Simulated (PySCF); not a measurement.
BFH4Si.
Z-matrix (Å and degrees, PBE0-D3(BJ)/def2-SVP geometry), rows numbered from 1:
```
F 
B   1  1.3202
Si  2  2.0362  1  120.69
H   2  1.2153  1  116.37  3   179.72
H   3  1.4979  2  109.32  1  -122.79
H   3  1.4952  2  113.24  1    -1.17
H   3  1.4979  2  108.93  1   120.15
```

The closed-shell ground state was solved at several levels (PySCF, density fitting, gas phase, non-relativistic).

```csv
level,basis functions,total energy (Eh),HOMO (eV),LUMO (eV),gap (eV),dipole (D)
PBE0/6-31G*,54,-416.3241,-8.01,-1.39,6.62,0.34
PBE/def2-SVPD,99,-416.1293,-6.92,-2.81,4.11,0.48
B3LYP/def2-TZVP,123,-416.7044,-8.01,-1.98,6.03,0.51
LC-wPBE/def2-SVPD,99,-416.2619,-10.95,0.57,11.52,0.59
PBE0/6-31+G*,66,-416.3338,-8.23,-1.73,6.50,0.59
B3LYP/aug-cc-pVTZ-J,240,-416.7109,-8.03,-2.03,6.00,0.54
PBE0/def2-SVP,66,-416.1598,-8.17,-1.66,6.51,0.43
LDA/def2-SVPD,99,-414.3125,-6.98,-3.05,3.93,0.54
B3LYP/cc-pVTZ,150,-416.7007,-8.00,-1.94,6.06,0.47
```

Question: What might CAM-B3LYP/def2-SVPD (99 basis functions) give for the same quantities?

Answer: Total energy -416.3903 Eh, HOMO -9.64 eV, LUMO -0.64 eV, gap 9.00 eV, dipole 0.62 D.

Question: Over all these levels, which gives the widest orbital gap and which the narrowest?

Answer: LC-wPBE/def2-SVPD (range-separated hybrid) has the widest, 11.52 eV, and LDA/def2-SVPD (LDA) the narrowest, 3.93 eV. The two share the basis. From the narrowest to the widest the HOMO moves by -3.97 eV and the LUMO by +3.62 eV.

Question: How much does the basis alone move the frontier levels among the 3 PBE0 rows?

Answer: The HOMO by 0.22 eV and the LUMO by 0.34 eV. By rising basis size (HOMO, LUMO in eV): 6-31G* -8.01, -1.39; 6-31+G* -8.23, -1.73; def2-SVP -8.17, -1.66.

Question: How far do the dipole and the HOMO energy spread over the levels?

Answer: The dipole runs from 0.34 to 0.62 D (mean 0.51 D) and the HOMO from -10.95 to -6.92 eV.
